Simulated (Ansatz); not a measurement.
**MoH3: from a trial structure to a relaxed crystal**

Method: DFT PBE, scalar-relativistic, plane waves, PAW (Ansatz 0.2.0). Cutoff 420 eV, Γ-centred k mesh, Gaussian smearing, no spin polarisation in the final step.

This is the end of a relaxation of cell and atoms.

```
CELL_PARAMETERS angstrom
-1.50206 1.50206 2.57604
1.50206 -1.50206 2.57604
1.50206 1.50206 -2.57604
ATOMIC_POSITIONS crystal
H 0.50000 0.50000 0.00000
H 0.25000 0.75000 0.50000
H 0.75000 0.25000 0.50000
Mo 0.00000 0.00000 0.00000
```

Formation energies are uncorrected and refer to the elements' standard structures at the same level (H₂ as a molecule).

Problem. What space group does it have?

Solution. I4/mmm (No. 139). Conventional cell: a = 3.004 Å, c = 5.152 Å. H on Wyckoff site b (1 atom of the primitive cell) is coordinated by 8 H at 1.98 Å and 4 Mo at 2.12 Å; around H on Wyckoff site d (2 atoms of the primitive cell) lie 4 H at 1.98 Å, 4 Mo at 1.98 Å and 4 H at 2.12 Å; around Mo lie 8 H at 1.98 Å and 4 H at 2.12 Å.

Problem. What is its formation energy per atom?

Solution. 0.39 eV/atom.

Problem. Is it a metal?

Solution. Yes, bands cross the Fermi level on the 22×22×22 mesh.

The final run used a 22×22×22 mesh on its 4-atom cell and 0.10 eV smearing. The k mesh leaves about 4 meV/atom of noise in metals. The cell came from a trial start, so MoH3 may not exist in this structure.

Cost: 3 runs of about 1.7 core-minutes in all, on Arm Neoverse V1 (shared hosts).